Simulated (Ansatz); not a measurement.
Geometry optimisation, RKS CAM-B3LYP/def2-TZVP in Ansatz 0.2.0.

input.yaml

```yaml
crystal:
  periodic: [false, false, false]
  atoms:
    - { symbol: B, position_ang: [0.280277, 0.0, 0.112511] }
    - { symbol: F, position_ang: [0.340378, 0.0, 1.423649] }
    - { symbol: H, position_ang: [1.302736, 0.0, -0.480285] }
    - { symbol: Cl, position_ang: [-1.267391, 0.0, -0.677174] }
basis:
  gaussian: { orbitals: def2-TZVP }
hamiltonian:
  xc: cam_b3lyp
relax:
  f_tol: 0.03
  max_steps: 50
```

Command:

```bash
$ ansatz run input.yaml --threads 4 --pin off --max-ram 5120MiB --backend cpu --events-out ev --progress --plain --runs-dir out
```

**Question.** Where does it end, and by what steps?

**Answer.** The run converged. After 3 steps the energy has fallen by 0.006 eV; H3 moved furthest, 0.02 Å.

```tsv
step	energy less start (eV)	largest force component (eV/Å)	accepted
0	0.0000	0.223	yes
1	-0.0045	0.155	yes
2	-0.0058	0.041	yes
3	-0.0058	0.008	yes
```

```xyz
4
Properties=species:S:1:pos:R:3
B 0.290 0.000 0.123
F 0.326 0.000 1.433
H 1.298 0.000 -0.501
Cl -1.258 0.000 -0.676
```

Whether the end is a true minimum wasn't checked by a vibrational analysis.

The run took 3.5 s on 4 threads of Arm Neoverse V1, on a shared host, peak memory 0.17 GiB.
